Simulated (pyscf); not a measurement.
**Hydrogen abstraction: `[SiH3][O][SiH2][O][SiH3]` + `[F][CH][F]` [doublet] → `[SiH3][O][SiH][O][SiH3]` [doublet] + `[F][CH2][F]`**

Gas phase, doublet surface, charge 0. Bonds broken: Si1–H6. Bonds formed: H6–C15. Single points on ωB97X-D3(BJ)/def2-SVP structures (PySCF, gas phase).

Transition state (Å):

```xyz
17

Si    -0.6549     1.7086    -0.7467
O     -1.3492     0.2252    -0.9473
Si    -1.3089    -1.3970    -0.5756
O     -0.8670     2.2301     0.8094
Si    -1.1158     1.5550     2.3129
H      0.9632     1.4090    -0.9670
H     -1.3092     2.6742    -1.6682
H     -2.6372    -1.9750    -0.9157
H     -0.2510    -2.0819    -1.3641
H     -1.0552    -1.5771     0.8819
H     -2.3674     0.7455     2.3144
H      0.0345     0.6785     2.6731
H     -1.2353     2.6603     3.3002
F      2.0483    -0.3139    -1.9527
C      2.0693     0.4196    -0.8375
F      1.6407    -0.3221     0.2033
H      3.0661     0.8493    -0.6393
```

One imaginary mode, 1393i cm⁻¹; descent along it reached the two sides named.

| bond | change | reactant side (Å) | saddle | product side |
|---|---|---|---|---|
| Si1–H6 | breaks | 1.482 | 1.660 | 3.0 |
| H6–C15 | forms | 3.3 | 1.490 | 1.103 |

Electronic energies relative to the separated reactants (kcal/mol):

```
level                   barrier  reaction energy  reverse barrier
----------------------  -------  ---------------  ---------------
ωB97X-D3(BJ)/def2-TZVP      9.4             -7.5             16.8
PBE/def2-TZVP               4.8            -10.7             15.5
r²SCAN/def2-TZVP            6.9             -8.0             14.9
B3LYP-D3(BJ)/def2-TZVP      7.3             -8.6             15.9
PBE0-D3(BJ)/def2-TZVP       6.6             -9.4             16.0
M06-2X/def2-TZVP            9.2            -10.1             19.3
ωB97M-D3(BJ)/def2-TZVP     10.0             -7.6             17.7
HF/def2-TZVP               27.2             -3.6             30.9
```

With ωB97M-D3(BJ)/def2-TZVP energies and thermal terms (ideal gas, 1 atm, RRHO with modes under 100 cm⁻¹ raised to 100, one conformer, R ln 2 for chiral ones without a mode under 150 cm⁻¹), in kcal/mol:

```
T (K)   ΔH‡   ΔG‡    ΔH    ΔG
-----  ----  ----  ----  ----
298     9.2  21.5  -5.3  -4.8
600     9.9  33.7  -5.6  -4.3
900    10.7  45.4  -5.9  -3.5
1200   11.5  56.8  -6.2  -2.7
```

This is the saddle that the search found; another between the same sides may lie lower. The angle at the transferred H is 146°.
